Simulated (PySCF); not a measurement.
Multinuclear NMR of C5H13N

Structure with atom numbers: `[CH3:1][CH2:2][CH2:3][N:4]([CH3:5])[CH3:6]`. Each H is labelled by its parent atom.

Computed data (PySCF 2.14): PBE0/pcSseg-1 with gauge-including orbitals, geometry: PBE0-D3(BJ)/def2-SVP, J: B3LYP/pcJ-1 (spin–dipole term only in couplings to heteroatoms). Gas phase, single conformer, averaged over atoms made equivalent by symmetry, fast rotation or ring inversion, non-relativistic Hamiltonian.

**Question.** Predict the $^{15}$N NMR data.

**Answer.** 
```tsv
atoms	environment	σ (ppm)	δ (ppm)
N4	amine nitrogen	224.7	-356.2
```

Shieldings were converted by a linear fit to measured shifts: $^{15}$N (scatter 7.2 ppm rms vs CH3NO2, solution or neat liquid). Occasional misses reach two or three times the rms, and more in compound classes unlike the fitted ones. Couplings are scaled by factors fitted to measured values: $^{2}J$(H,H) × 0.91 (rms 0.6 Hz), $^{3}J$(H,H) × 0.91 (rms 0.4 Hz, 0.5 with 2 outliers); all others are unscaled and can be 10–30 % off.

Couplings (the largest are listed; each averaged over equivalent pairs): $^{1}J$(C3,N4) = -5.7 Hz, $^{1}J$(N4,C5) = -5.6 Hz, $^{2}J$(C2,N4) = -3.4 Hz, $^{2}J$(N4,H(C5)) = -1.5 Hz, $^{3}J$(C1,N4) = -3.1 Hz. Signs are for $^{15}$N, whose magnetogyric ratio is negative.

On a 300 MHz spectrometer $^{15}$N resonates near 30.4 MHz, so 1 ppm is 30.4 Hz.
